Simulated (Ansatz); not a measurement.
Si2S⁺. Charge 1, multiplicity 2. Geometry PBE-D4/def2-TZVP.

```xyz
3

Si   -0.1963   -0.9625    1.8554
Si    0.1971    0.9628   -1.8551
S    -0.0007   -0.0004   -0.0003
```

Another isomer (doublet) lies 0.96 eV lower at PBE0-D4/def2-TZVP; other spin states weren't run for this one.

Problem. Estimate the α-spin orbital energies around the gap (eV) in Ansatz with PBE-D4/def2-TZVP, BLYP-D4/def2-TZVP, r2SCAN-D4/def2-TZVP, PBE0-D4/def2-TZVP, BHLYP-D4/def2-TZVP.

Solution. 
```csv
orbital,PBE-D4/def2-TZVP,BLYP-D4/def2-TZVP,r2SCAN-D4/def2-TZVP,PBE0-D4/def2-TZVP,BHLYP-D4/def2-TZVP
HOMO−9,-101.53,-101.56,-103.76,-107.12,-112.66
HOMO−8,-101.47,-101.51,-103.69,-107.04,-112.59
HOMO−7,-101.47,-101.51,-103.69,-107.04,-112.59
HOMO−6,-24.02,-23.78,-24.85,-26.26,-28.27
HOMO−5,-18.97,-18.70,-19.54,-20.67,-22.11
HOMO−4,-15.24,-15.05,-15.52,-16.51,-17.59
HOMO−3,-13.24,-12.98,-13.55,-14.37,-15.23
HOMO−2,-13.20,-12.92,-13.53,-14.29,-15.13
HOMO−1,-12.88,-12.70,-13.11,-13.89,-14.76
HOMO,-10.01,-9.74,-10.29,-10.75,-11.22
LUMO,-9.78,-9.54,-9.69,-8.98,-7.91
LUMO+1,-8.31,-8.09,-8.34,-7.78,-7.02
LUMO+2,-8.15,-7.96,-7.96,-7.22,-6.13
LUMO+3,-7.26,-7.04,-7.03,-6.37,-5.26
LUMO+4,-4.06,-3.91,-3.54,-3.14,-2.20
LUMO+5,-3.48,-3.38,-2.92,-2.66,-1.84
β HOMO,-12.66,-12.50,-12.87,-13.65,-14.51
β LUMO,-9.57,-9.38,-9.57,-8.75,-7.75
```
